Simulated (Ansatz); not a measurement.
# H₂Cl (doublet): wave-function methods side by side at distance Cl1–H2 along a hydrogen transfer = 1.320 Å, cc-pVDZ

How much of the correlation energy of H₂Cl (doublet) does each wave-function method recover here?

Computed with Ansatz 0.2.0, Gaussian basis. Level: cc-pVDZ, core rule «outside noble gas», up to 5 orbitals frozen.

Plan: UHF; CCSD(T) on ROHF; CCSD(T) on UHF; BCCD(T) on ROHF; CISD; CCSDT(Q) on ROHF; CCSDT(Q) on UHF; CISDTQ; CCSDTQ on ROHF; CCSDTQ on UHF; CASSCF and MRCISD+Q, 3 electrons in 3 orbitals; CASSCF and NEVPT2, 3 electrons in 3 orbitals; CASSCF and MRCISD+Q, 9 electrons in 6 orbitals; CASSCF and NEVPT2, 9 electrons in 6 orbitals; Full CI.

### 1 What is computed

The geometry derives from fragments relaxed apart (PBE0/def2-TZVP) and kept rigid, so it is no stationary point. A hydrogen atom is moved between rigid fragments.

3 atoms, charge 0, spin multiplicity 2.

Atoms are counted from 1 here; the program's logs count them from 0.

Bond lengths: Cl1–H2 1.320 Å.

Coordinates:

```xyz
3
charge 0, multiplicity 2
Cl    0.0000    0.0000   -1.2113
H     0.0000    0.0000    0.1087
H     0.0000    0.0000    1.1027
```

### 2 UHF

Input file in.yaml:

```yaml
crystal:
  periodic: [false, false, false]
  atoms:
    - {symbol: Cl, position_ang: [0.000000, 0.000000, -1.211333]}
    - {symbol: H, position_ang: [0.000000, 0.000000, 0.108667]}
    - {symbol: H, position_ang: [0.000000, 0.000000, 1.102667]}
basis:
  gaussian: {orbitals: cc-pVDZ}
magnetization: {spin_polarized: true, initial_magnetization: 1}
hamiltonian: {xc: hf}
output: {orbitals: {seedname: orbitals}}
```

Launch:

```sh
> ansatz run in.yaml --threads 1 --pin off --events-out ev --progress --plain --max-ram 4096MiB --backend cpu
```

After this run come: CCSD(T) on ROHF; CCSD(T) on UHF; BCCD(T) on ROHF; CISD; CCSDT(Q) on ROHF; CCSDT(Q) on UHF; CISDTQ; CCSDTQ on ROHF; CCSDTQ on UHF; CASSCF and MRCISD+Q, 3 electrons in 3 orbitals; CASSCF and NEVPT2, 3 electrons in 3 orbitals; CASSCF and MRCISD+Q, 9 electrons in 6 orbitals; CASSCF and NEVPT2, 9 electrons in 6 orbitals; Full CI.

Q: Predict the results of all the runs planned. Wanted: FCI below the RHF energy; RMP2 from FCI; UMP2 from FCI; RCCSD from FCI; RCCSD(T) from FCI; UCCSD(T) from FCI; RCCSDT(Q) from FCI; UCCSDT(Q) from FCI; NEVPT2 pair from FCI.

**Answer**, as computed:

| quantity | value |
| --- | --- |
| FCI below the RHF energy | -4.9482 eV |
| RMP2 from FCI | +59.2 kJ/mol |
| UMP2 from FCI | +59.6 kJ/mol |
| RCCSD from FCI | +9.5 kJ/mol |
| RCCSD(T) from FCI | +1.7 kJ/mol |
| UCCSD(T) from FCI | +1.7 kJ/mol |
| RCCSDT(Q) from FCI | +0.1 kJ/mol |
| UCCSDT(Q) from FCI | +0.1 kJ/mol |
| NEVPT2 pair from FCI | +53.9 kJ/mol |
| MRCISD+Q pair from FCI | +0.6 kJ/mol |
| NEVPT2 valence from FCI | +89.1 kJ/mol |
| levels within 1 kcal/mol (43 meV) | RCCSD(T), UCCSD(T), BCCD(T), RCCSDT, UCCSDT, CISDTQ, RCCSDT(Q), UCCSDT(Q), RCCSDTQ, UCCSDTQ, MRCISD+Q pair, MRCISD+Q valence |
| T1 diagnostic | 0.023 |
| effectively unpaired electrons | 1.03 |

**Reading.** RCCSD(T) misses by +1.7 kJ/mol, 0.4 % of the correlation energy. One determinant dominates. Of the multireference levels listed MRCISD+Q valence comes nearest in total energy (+0.6 kJ/mol), which doesn't show that its space is the better one. These misses are within one basis, not against nature; the frozen cores of restricted and unrestricted runs differ, which can shift their rows.
